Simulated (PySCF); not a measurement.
Consider `F[C@H]1CC=CO1` (C4H5FO). Optimised structure (Å), atoms numbered from 1:
```
F     1.9200   -0.5840   -0.7524
C     1.0703   -0.2719    0.2927
C     0.2079    0.9417   -0.0899
C    -1.1281    0.2849   -0.2976
C    -1.0289   -0.9899    0.0448
O     0.2175   -1.3512    0.4974
H     1.7215   -0.1370    1.1643
H     0.1813    1.6905    0.7032
H     0.5968    1.4062   -0.9966
H    -1.9931    0.7968   -0.6647
H    -1.7543   -1.7808    0.0468
```

Level of theory: M06-2X/def2-TZVP single points in PySCF, grid level 3; every species was optimised with GFN2-xTB. Thermal corrections: GFN2-xTB frequencies, unscaled, ideal gas at 298.15 K and 1 bar, quasi-RRHO entropy.

Q: Rank these bonds by dissociation enthalpy, weakest first.
A. C2–H
B. C5–H
C. C3–H

A: C (353 kJ/mol), A (414 kJ/mol), B (484 kJ/mol).

Not ranked, since the method can't order them against a listed neighbour: F1–C2 (486 kJ/mol), C4–H (493 kJ/mol).

Q: For C3–H, what are ΔE (electronic) and ΔG(298 K) of the homolysis?

A: ΔE = 382 and ΔG = 317 kJ/mol, beside ΔH = 353 kJ/mol. The radicals are `F[C@H]1[CH]C=CO1` and H•.

Known limits: the order of C5–H and F1–C2, of F1–C2 and C4–H is undecided: the gaps lie inside the method's error (some 20 kJ/mol, one structure a species); radicals beside a multiple bond are drawn in one resonance form, and their spin spreads.
